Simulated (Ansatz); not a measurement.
Saddle point of Si$_{2}$H$_{8}$O, closed shell (SiH₄O ([OH][SiH3]) + SiH₄ → Si₂H₆ ([SiH3][SiH3]) + H₂O; bonds formed: Si1–Si7, O2–H6; bonds broken: Si1–O2, H6–Si7), PBE0-D4/def2-TZVP structure:

Si1  (-0.161, 0.763, -0.981)
O2  (0.015, 1.532, 0.687)
H3  (1.065, 0.216, -1.608)
H4  (-1.434, 0.111, -1.368)
H5  (-0.276, 2.146, -1.558)
H6  (0.241, 0.584, 1.094)
Si7  (-0.002, -1.471, 0.654)
H8  (0.622, 2.279, 0.821)
H9  (1.098, -1.970, 1.546)
H10  (0.112, -2.289, -0.594)
H11  (-1.278, -1.903, 1.307)
(Å)

Energies are electronic, without zero-point energy. Barriers and step energies count from the start structure reached by relaxing down the imaginary mode; all methods use the PBE0-D4 structures, on which another method's saddle can fall below an end. Computed with Ansatz 0.2.0 (basis: def2-TZVPP, with def2-QZVPP for the basis limit); correlated methods freeze the cores. B3LYP uses VWN-RPA correlation. Extrapolation: Hartree–Fock as exp(−7.88 √X), correlation as X^−2.97.

```
      method  barrier (eV)  step energy (eV)
       SPW92         1.781             0.527
      PBE-D4         2.118             0.551
     BLYP-D4         2.455             0.750
   r2SCAN-D4             ?             0.718
      B97M-V         2.543             0.717
     PBE0-D4         2.352             0.616
    B3LYP-D4         2.620             0.790
  r2SCAN0-D4         2.552             0.740
    BHLYP-D4         2.894             0.869
CAM-B3LYP-D4         2.737             0.853
     wB97X-V         2.700             0.765
     wB97M-V         2.610             0.795
      B2PLYP         2.752             0.856
    PBE-QIDH         2.613             0.743
  RPA on PBE             ?             0.829
          HF         3.567             1.077
         MP2             ?             0.858
        CCSD         2.867             0.824
     CCSD(T)         2.728             0.788
```

Question: Fill in the withheld barriers. (To be estimated.)

Answer: By the calculation: r2SCAN-D4 2.428; MP2 2.753; RPA on PBE 2.777 eV. Each is the energy of the saddle less that of the start structure, by the same method.

For comparison, the barrier by CCSD(T) at an estimated basis limit (MP2 extrapolated from triple and quadruple zeta, plus CCSD(T) − MP2 in triple zeta) is 2.712 eV.

The T1 diagnostic stays at or below 0.014.

Labels in which every atom is bracketed show which atoms are joined, not bond orders.

For scale, one of the runs: CCSD(T)/def2-TZVPP, 227 basis functions, launched by `ansatz run in.yaml --threads 4 --pin off --events-out ev --progress --plain --max-ram 9574MiB`. Hardware: 4 CPU threads of an Intel Xeon, shared host. Wall time 68 s; peak host memory 3.5 GiB.
